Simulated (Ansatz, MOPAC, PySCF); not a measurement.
Dissociation curve of SH, doublet.

- UKS-B3LYP/6-311+G** = unrestricted B3LYP/6-311+G**, spherical d run with PySCF
- UKS-B3LYP/6-31G* = PySCF 2.14.0 with unrestricted B3LYP/6-31G*, spherical d
- PM7, unrestricted, heats of formation (MOPAC)
- FCI = full CI/cc-pVDZ, frozen core (Ansatz, a program for electronic structure)

Energies relative to the lowest point of each curve near equilibrium, in kJ/mol; the last columns give the difference from FCI:

| R / Å | UKS-B3LYP/6-311+G** | UKS-B3LYP/6-31G* | PM7 | FCI | UKS-B3LYP/6-311+G** − FCI | UKS-B3LYP/6-31G* − FCI | PM7 − FCI |
|---|---|---|---|---|---|---|---|
| 1.03 | 235.5 | 245.7 | 149.9 | 254.4 | -18.9 | -8.7 | -104.5 |
| 1.07 | 166.2 | 173.6 | 107.2 | 181.0 | -14.8 | -7.4 | -73.9 |
| 1.14 | 81.8 | 85.6 | 52.7 | 90.5 | -8.7 | -4.9 | -37.8 |
| 1.22 | 27.3 | 28.8 | 16.2 | 31.3 | -3.9 | -2.5 | -15.1 |
| 1.27 | 9.7 | 10.4 | 4.6 | 11.6 | -2.0 | -1.3 | -7.1 |
| 1.32 | 1.4 | 1.6 | 0.0 | 2.0 | -0.6 | -0.4 | -2.0 |
| 1.35 | 0.0 | 0.0 | 0.2 | 0.0 | 0.0 | 0.0 | 0.2 |
| 1.39 | 1.6 | 1.4 | 3.3 | 1.0 | 0.6 | 0.4 | 2.3 |
| 1.42 | 4.9 | 4.6 | 7.6 | 4.0 | 0.9 | 0.6 | 3.6 |
| 1.46 | 11.7 | 11.3 | 15.6 | 10.5 | 1.2 | 0.8 | 5.1 |
| 1.55 | 34.4 | 33.6 | 41.3 | 32.7 | 1.7 | 0.9 | 8.5 |
| 1.65 | 67.2 | 65.8 | 78.5 | 64.8 | 2.4 | 1.0 | 13.8 |
| 1.82 | 130.6 | 127.4 | 153.2 | 125.0 | 5.6 | 2.3 | 28.2 |
| 2.00 | 197.6 | 192.2 | 235.0 | 184.8 | 12.9 | 7.4 | 50.2 |
| 2.25 | 272.3 | 264.6 | 310.4 | 248.8 | 23.4 | 15.7 | 61.5 |
| 2.42 | 304.3 | 321.1 | 335.1 | 278.2 | 26.1 | 42.9 | 56.9 |
| 2.66 | 331.0 | 353.8 | 351.6 | 303.8 | 27.2 | 50.0 | 47.8 |
| 2.96 | 347.3 | 373.6 | 358.6 | 318.6 | 28.7 | 55.0 | 40.0 |
| 3.25 | 354.5 | 382.4 | 360.5 | 324.4 | 30.1 | 58.0 | 36.1 |
| 3.65 | 358.8 | 387.6 | — | 327.3 | 31.5 | 60.3 | — |
| 4.13 | 360.6 | 389.7 | — | 328.3 | 32.3 | 61.4 | — |
| 4.74 | 361.2 | 390.4 | — | 328.6 | 32.6 | 61.9 | — |

UKS-B3LYP/6-311+G** is furthest from FCI at 4.74 (32.6 kJ/mol, above); its mean absolute difference over the points is 13.9 kJ/mol.

UKS-B3LYP/6-31G* is furthest from FCI at 4.74 (61.9 kJ/mol, above); its mean absolute difference over the points is 20.2 kJ/mol.

PM7 is furthest from FCI at 1.03 (-104.5 kJ/mol, below); its mean absolute difference over the points is 31.3 kJ/mol.

Dashes: no converged value, or the column stops at the first point that the program doubted or that broke a chosen test of continuity, which isn't proof of a fault.

The scan ran from 1.03 to 5.33 Å; beyond the distances shown full CI changes its symmetry label. The unrestricted determinant behind UKS-B3LYP/6-311+G**, UKS-B3LYP/6-31G* is spin-contaminated at 2.25 to 4.74 Å (<S²> up to 1.8, against 0.75 for a pure doublet).
